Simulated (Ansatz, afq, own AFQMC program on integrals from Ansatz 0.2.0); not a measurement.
Si, triplet → Si⁺, doublet, worked out

A free Si atom.

Both states at this geometry.

Basis aug-cc-pVTZ. Noble-gas cores (and the filled d shells of Ga–Kr and In–Xe) are frozen. AFQMC by an in-house program on the Cholesky factors that Ansatz 0.2.0 writes for its CCSD(T) run. ph-AFQMC/CISD is guided by a CISD state made of CCSD amplitudes; releasing the constraint for a short imaginary time cuts its bias at the price of noise, slowly where states lie close. Error bars are statistical, one sigma.

Total energies in eV. CBS is CCSD(T) at the limit of def2-TZVPP/QZVPP (extrapolated itself); the highest rung of each member is named.

| member | count | CCSD(T)/aug-cc-pVTZ | highest rung in aug-cc-pVTZ | which | CCSD(T)/CBS |
| --- | --- | --- | --- | --- | --- |
| Si⁺, doublet | +1 | -7854.1732 | -7854.1848 | FCI | -7854.3418 |
| Si, triplet | -1 | -7862.2901 | -7862.3136 | FCI | -7862.4955 |

Task: Work out the best estimate of the vertical ionization energy: the CCSD(T)/CBS difference plus the step from CCSD(T) to the highest rung.

Result: Sums with the counts: CCSD(T)/CBS 8.1537 eV, highest rung 8.1288 eV, CCSD(T)/aug-cc-pVTZ 8.1169 eV. The step is 8.1288 − 8.1169 = 0.0119 eV, so the best estimate is 8.1537 + (0.0119) = 8.1656 eV = 787.9 kJ/mol. The basis set is worth 0.037 eV of it. Zero-point, core-correlation and spin–orbit terms aren't in it. Past Ne the Hartree–Fock part of each CBS total tends to overshoot, since the cores don't follow the formula; that largely cancels in the difference.

Best estimates are given only where the step beyond CCSD(T) is under 0.3 eV and no member's determinant is very poor (T1 over 0.05, or 0.07 for open shells, ⟨S²⟩ too high by 0.3, two states mixed), so the hardest cases are missing from such tables.

Each member of a difference takes its own highest rung, so a best estimate needn't equal the limit plus the step of one row.
